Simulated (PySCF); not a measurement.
Gas-phase reaction: 3 SiH₄ + 4 C₄H₈ (trans-2-butene) + SiH₂F₂ ⇌ 4 (CH₃)₃Si + 2 C₂H₅F

Method: PySCF energies plus ideal-gas RRHO corrections (1 bar). † marks an energy on the PBE0/def2-TZVP geometry and frequencies; other levels use their own. MP2 freezes the core. 6-31G* has spherical d functions here. Open shells (unrestricted): (CH₃)₃Si (multiplicity 2); the rest are closed-shell singlets. (CH₃)₃Si: computed as isolated molecules; such fragments, hydroxides, amides, oligomers or adducts are transient or little studied in the gas. MP2 isn't extrapolated to the basis-set limit; its ΔH°(298 K) is 310.3 kJ in def2-SVP and 262.6 kJ in def2-TZVPP. The harmonic model lacks anharmonicity and excited electronic states, which grow with temperature; levels with a mode under 35 cm⁻¹ are left out. Internal rotation in C₄H₈ (trans-2-butene), (CH₃)₃Si, C₂H₅F is treated as a harmonic vibration of one conformer, which makes the entropy rough.

ΔH° and ΔS° at 298 K: BLYP/def2-TZVP† 339 kJ, -167 J/K; HF/6-31G* 258 kJ, -173 J/K; M06-2X/def2-TZVP† 231 kJ, -167 J/K; MP2/def2-SVP† 310 kJ, -167 J/K; PBE0/def2-SVP† 189 kJ, -167 J/K.

Task: With the heat capacities included, give log10 K (1 bar) at 600, 800, 1200, 2000, 2500 K from BLYP/def2-TZVP†, HF/6-31G*, M06-2X/def2-TZVP†, MP2/def2-SVP†, PBE0/def2-SVP†.

Result: 
```csv
T (K),BLYP/def2-TZVP†,HF/6-31G*,M06-2X/def2-TZVP†,MP2/def2-SVP†,PBE0/def2-SVP†
600,-37.8,-31.0,-28.4,-35.3,-24.7
800,-30.1,-25.1,-23.1,-28.3,-20.3
1200,-22.4,-19.1,-17.6,-21.1,-15.8
2000,-16.0,-14.1,-13.2,-15.2,-12.1
2500,-14.0,-12.6,-11.8,-13.4,-10.9
```
